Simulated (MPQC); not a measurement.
# One shape, several levels: BHClF (SMILES FBCl)

Aim: a comparison of 6 runs (HF/STO-3G, HF/3-21G, HF/def2-SVP, SVWN3(MPQC)/6-31G, B3LYP/6-31G*, PBE0/def2-SVP) of BHClF. 

The calculation is run with MPQC 2.3.1.

2 further runs of the same task are left out: 2 set aside as unsound or not needed.

## Step 1: The structure to begin with

The species is BHClF (4 atoms), meant as a singlet with charge 0. SMILES: `FBCl`. The shape is that of a GFN2-xTB optimisation.

Bond lengths: F1–B2 1.316 Å, B2–Cl3 1.690 Å, B2–H4 1.172 Å. Angles: F1–B2–Cl3 118.3°, F1–B2–H4 118.3°, Cl3–B2–H4 123.4°.

## Step 2: Energy and gradient at HF/STO-3G (run 1)

Contents of job.in:

```
% BClFH
molecule<Molecule>: (
    symmetry = c1
    unit = bohr
    { atoms geometry } = {
        F  [ 2.29956993   0.55796054  -0.85285230 ]
        B  [ 0.12026217  -0.11973305   0.13449181 ]
        Cl [ -2.55301999   1.09233729  -1.12247842 ]
        H  [ 0.13318790  -1.53056478   1.84083891 ]
    }
)
basis<GaussianBasisSet>: (
    name = "STO-3G"
    molecule = $:molecule
    basisdir = "."
    puream = yes
)
mpqc: (
    checkpoint = no
    savestate = no
    restart = no
    do_energy = yes
    do_gradient = yes
    optimize = no
    mole<CLHF>: (
        molecule = $:molecule
        basis = $:basis
        total_charge = 0
        memory = 1000000000
        print_evals = yes
        print_npa = yes
        maxiter = 120
        value_accuracy = 1e-08
        guess_wavefunction<CLHF>: (
            molecule = $:molecule
            total_charge = 0
            memory = 1000000000
            value_accuracy = 1e-3
            basis<GaussianBasisSet>: (
                name = "3-21G"
                molecule = $:molecule
            )
        )
    )
)
```

The basis set STO-3G is read from a file made from the Basis Set Exchange's data (not shown).

Launch:

```bash
$ mpqc -o job.out job.in
```

What it wrote:

```text
MPQC: Massively Parallel Quantum Chemistry
[...]
  LUMO is    17   A =   0.245017
  total scf energy = -577.6583158887
[...]
Value of the MolecularEnergy: -577.6583158887
  Gradient of the MolecularEnergy:
      1    0.0215312738
      2    0.0078813808
      3   -0.0111222239
      4   -0.0876336692
      5    0.0178872661
      6   -0.0150060095
      7    0.0598713320
      8   -0.0229044125
      9    0.0230741181
     10    0.0062310635
     11   -0.0028642344
     12    0.0030541153
[...]
      symmetry = c1
[...]
```

Wall time 0.2 s (1 thread of Arm Neoverse V1, shared host).

## Step 3: Energy and forces at HF/3-21G (run 2)

Contents of mol.in:

```
% emacs should use -*- KeyVal -*- mode
molecule<Molecule>: (
    symmetry = c1
    unit = angstrom
    { atoms geometry } = {
        F  [ 1.216880     0.295260    -0.451310 ]
        B  [ 0.063640    -0.063360     0.071170 ]
        Cl [ -1.351000     0.578040    -0.593990 ]
        H  [ 0.070480    -0.809940     0.974130 ]
    }
)
basis<GaussianBasisSet>: (
    name = "3-21G"
    molecule = $:molecule
    basisdir = "."
    puream = yes
)
mpqc: (
    checkpoint = no
    savestate = no
    restart = no
    do_energy = yes
    do_gradient = yes
    optimize = no
    mole<CLHF>: (
        molecule = $:molecule
        basis = $:basis
        total_charge = 0
        memory = 1000000000
        print_evals = yes
        print_npa = yes
        maxiter = 120
        value_accuracy = 1e-08
        guess_wavefunction<ExtendedHuckelWfn>: (
            molecule = $:molecule
            total_charge = 0
            multiplicity = 1
            basis<GaussianBasisSet>: (
                name = "STO-3G"
                molecule = $:molecule
            )
        )
    )
)
```

The basis set 3-21G is read from a file made from the Basis Set Exchange's data (not shown).

Launch:

```bash
$ mpqc mol.in > mol.out
```

What it wrote:

```text
MPQC: Massively Parallel Quantum Chemistry
[...]
  CLSCF::init: total charge = 0
[...]
  nbasis = 33
[...]
  iter     1 energy = -579.6622908042 delta = 2.76752e-01
[...]
  LUMO is    17   A =   0.107571
  total scf energy = -581.4133248352
[...]
Value of the MolecularEnergy: -581.4133248352
  Gradient of the MolecularEnergy:
      1   -0.0269262149
      2   -0.0060196188
      3    0.0094177694
      4   -0.0209751430
      5    0.0226567041
      6   -0.0259192402
      7    0.0450694368
      8   -0.0170194902
      9    0.0171136316
     10    0.0028319212
     11    0.0003824049
     12   -0.0006121608
[...]
      symmetry = c1
[...]
```

Wall time 0.51 s (1 thread of Arm Neoverse V1, shared host).

Runs 3 to 5 aren't shown in full; the table further down has their settings and results.

## Step 4: Energy and forces at PBE0/def2-SVP (run 6)

Contents of run.in:

```
molecule<Molecule>: (
   symmetry = c1
   unit = angstrom
   { atoms geometry } = {
      F  [ 1.216880     0.295260    -0.451310 ]
      B  [ 0.063640    -0.063360     0.071170 ]
      Cl [ -1.351000     0.578040    -0.593990 ]
      H  [ 0.070480    -0.809940     0.974130 ]
   }
)
basis<GaussianBasisSet>: (
   name = "def2-SVP"
   molecule = $:molecule
   basisdir = "."
   puream = yes
)
mpqc: (
   checkpoint = no
   savestate = no
   restart = no
   do_energy = yes
   do_gradient = yes
   optimize = no
   mole<CLKS>: (
      molecule = $:molecule
      basis = $:basis
      total_charge = 0
      memory = 1000000000
      print_evals = yes
      print_npa = yes
      maxiter = 120
      value_accuracy = 1e-08
      functional<SumDenFunctional>: (
         a0 = 0.25
         coefs = [ 0.75 1 ]
         funcs: [ <PBEXFunctional>: () <PBECFunctional>: () ]
      )
      integrator<RadialAngularIntegrator>: ( grid = xfine )
      guess_wavefunction<CLHF>: (
         molecule = $:molecule
         total_charge = 0
         memory = 1000000000
         value_accuracy = 1e-3
         basis<GaussianBasisSet>: (
            name = "STO-3G"
            molecule = $:molecule
         )
      )
   )
)
```

The basis set def2-SVP is read from a file made from the Basis Set Exchange's data (not shown).

Launch:

```bash
$ mpqc run.in > run.out
```

What it wrote:

```text
MPQC: Massively Parallel Quantum Chemistry
[...]
  Integrated electron density error = 0.001983363920
  iter     1 energy = -584.7280231096 delta = 1.91188e-01
  Integrated electron density error = -0.000247776769
  iter     2 energy = -584.9228660775 delta = 4.41405e-02
[...]
  Integrated electron density error = -0.000001068959
  iter    11 energy = -585.0588909436 delta = 2.11184e-07
  Integrated electron density error = -0.000001068959
  iter    12 energy = -585.0588909436 delta = 4.91083e-08
  Integrated electron density error = -0.000001068958
  iter    13 energy = -585.0588909436 delta = 1.27984e-08
[...]
  LUMO is    17   A =  -0.026250
  total scf energy = -585.0588909436
[...]
  Integrated electron density error = -0.000001072014
  Total Gradient:
[...]
Value of the MolecularEnergy: -585.0588909436
  Gradient of the MolecularEnergy:
      1   -0.0024303170
      2   -0.0002416688
      3    0.0005379737
      4   -0.0258848213
      5    0.0000262753
      6    0.0018393287
      7    0.0260236736
      8   -0.0101236875
      9    0.0102523553
     10    0.0022914647
     11    0.0103390810
     12   -0.0126296578
[...]
        symmetry = c1
[...]
```

Wall time 16 s (1 thread of Arm Neoverse V1, shared host); peak memory 0.11 GiB.

## Step 5: The series

```tsv
run	level	starting guess	Cartesian functions	energy (Eh)	HOMO energy (eV)	LUMO energy (eV)	HOMO–LUMO gap (eV)	wall time
1	HF/STO-3G	3-21G	no	-577.658316	-11.16	6.67	17.83	0.2 s
2	HF/3-21G	huckel STO-3G	no	-581.413325	-13.11	2.93	16.03	0.51 s
3	HF/def2-SVP	STO-2G	no	-584.055655	-12.92	3.08	16.00	2.1 s
4	SVWN3(MPQC)/6-31G	program's own	yes	-583.099132	-8.20	-2.17	6.03	1.7 s
5	B3LYP/6-31G* (spherical functions)	MINI (Huzinaga)	no	-585.574183	-9.13	-0.80	8.32	14 s
6	PBE0/def2-SVP	STO-3G	no	-585.058891	-9.43	-0.71	8.72	16 s
```

## Step 6: What came out

| quantity | value |
| --- | --- |
| run 6: total energy | -585.05889 Eh |
| run 6: HOMO energy | -9.43 eV |
| run 6: LUMO energy | -0.71 eV |
| run 6: HOMO–LUMO gap | 8.72 eV |
| run 6: largest force on an atom | 1.530 eV/Å |

The HOMO–LUMO gap runs from 6.03 eV (SVWN3(MPQC)/6-31G) to 17.83 eV (HF/STO-3G). The two ends differ in method and basis. Totals of different functionals can't be ranked against each other. In run 1 the basis is minimal, so the values are rough. All runs together took 35 s, the longest 16 s.
